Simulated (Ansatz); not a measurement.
Relaxation of CHBN (4 atoms, charge 0, multiplicity 2), to a largest force component of 0.015 eV/Å in at most 40 steps.

All numbers below come from Ansatz, UKS PBE0-D4/def2-SVP.

```xyz
4
Properties=species:S:1:pos:R:3:forces:R:3
B -1.626 0.180 0.653 -3.07 -0.13 1.37
C -0.426 0.304 -0.023 4.07 -0.18 -1.21
N 0.785 0.198 -0.251 -1.18 0.71 -0.11
H 1.268 -0.683 -0.379 0.17 -0.40 -0.05
```

**Question.** Where does it end, and by what steps?

**Answer.** The run converged. After 7 steps the energy has fallen by 0.319 eV; C2 moved furthest, 0.21 Å.

| step | energy less start (eV) | largest force component (eV/Å) | accepted |
| --- | --- | --- | --- |
| 0 | 0.0000 | 4.075 | yes |
| 1 | -0.1651 | 2.636 | yes |
| 2 | -0.2646 | 1.482 | yes |
| 3 | -0.2864 | 0.437 | yes |
| 4 | -0.2975 | 0.873 | yes |
| 5 | -0.3184 | 0.199 | yes |
| 6 | -0.3189 | 0.067 | yes |
| 7 | -0.3190 | 0.006 | yes |

```xyz
4
Properties=species:S:1:pos:R:3
B -1.780 0.300 0.624
C -0.369 0.159 0.123
N 0.769 0.171 -0.283
H 1.379 -0.629 -0.464
```

Run time: 45 s on 1 thread of Intel(R) Xeon(R) Platinum 8259CL CPU @ 2.50GHz (Skylake/Cascade Lake) (shared host), peak memory 0.15 GiB.
